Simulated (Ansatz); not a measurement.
```yaml
crystal:
  periodic: [false, false, false]
  atoms:
    - {symbol: S, position_ang: [-2.113424, -0.126222, -0.000873]}
    - {symbol: Al, position_ang: [0.000992, 0.252228, 0.000723]}
    - {symbol: S, position_ang: [2.112366, -0.142839, 0.000101]}
    - {symbol: H, position_ang: [0.007107, 1.807602, 0.005182]}
basis:
  gaussian: {orbitals: def2-TZVP}
magnetization: {spin_polarized: true, initial_magnetization: 2}
hamiltonian: {xc: pbe0}
relax: {f_tol: 0.004, max_steps: 80}
```

```sh
$ ansatz run in.yaml --threads 1 --pin off --events-out ev --progress --plain --max-ram 2176MiB
```

Steps of the relaxation (energy above the last step; positions in Å, forces in eV/Å):

```
4
step 1, 375.1 meV
S    -2.113   -0.126   -0.001    0.052   -0.456   -0.001
Al    0.001    0.252    0.001    0.001    0.182    0.001
S     2.112   -0.143    0.000   -0.055   -0.455   -0.001
H     0.007    1.808    0.005    0.003    0.729    0.002
```

```
4
step 2, 155.4 meV
S    -2.067   -0.269   -0.001    0.205   -0.261   -0.001
Al    0.001    0.375    0.001    0.002    0.524    0.002
S     2.065   -0.286    0.000   -0.207   -0.259   -0.001
H     0.008    1.970    0.006    0.000   -0.005    0.000
```

```
4
step 3, 18.9 meV
S    -1.961   -0.430   -0.002    0.302    0.032    0.000
Al    0.002    0.542    0.002    0.000   -0.059    0.000
S     1.957   -0.445   -0.001   -0.302    0.034    0.000
H     0.008    2.123    0.006    0.000   -0.007    0.000
```

```
4
step 6, 0.0 meV
S    -1.885   -0.482   -0.002    0.000    0.000    0.000
Al    0.002    0.595    0.002    0.000    0.001    0.000
S     1.882   -0.496   -0.001    0.000    0.000    0.000
H     0.009    2.174    0.006    0.000   -0.001    0.000
```

Close pairs at the end: Al2–H4 1.579 Å, Al2–S3 2.173 Å, S1–Al2 2.173 Å.

A stationary point of unrestricted PBE0 after 6 steps, with ⟨S²⟩ = 2.011 against 2.00 for a pure state; no frequencies were run, so it isn't proven a minimum. 1.9 min on 1 thread of Intel Xeon Platinum 8488C, shared host.
